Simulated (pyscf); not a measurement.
This saddle point was located with ωB97X-D3(BJ)/def2-SVP in PySCF.

```xyz
6

B      0.2589     0.7947     0.2353
F      1.3354     1.4756    -0.0957
H      0.1232    -0.5485    -0.4541
H     -0.6780     1.3756     0.7254
F      0.3504    -1.8233    -0.2531
H      0.4801    -0.6958     0.4020
```
Charge 0, spin multiplicity 1.

Surface: singlet, charge 0. Lowest wavenumbers (cm⁻¹): 2752i, 143, 218, 522, 638.

Task: What reaction is this the transition state of?

Result: H₂B–F + hydrogen fluoride (HF) ⇌ H₂B–F + hydrogen fluoride (HF), a four-centre exchange read from left to right: B–H, F–H broken and B–H, F–H formed. At CCSD(T)/def2-TZVPP + ΔMP2(QZVPP) it lies +321.8 kJ/mol from the left side and +321.8 kJ/mol from the right (each side as separated species at their lowest minima found). The same reactants have a lower exit, to F–BH–F + H₂ (barrier +57.2 kJ/mol at ωB97M-D3(BJ), against +305.1 kJ/mol here). Another saddle between the same species, by other bonds, lies lower (52.5 kJ/mol against 305.1 kJ/mol at ωB97M-D3(BJ)). The CCSD(T) − MP2 part came from Ansatz, without density fitting, on the same reference.
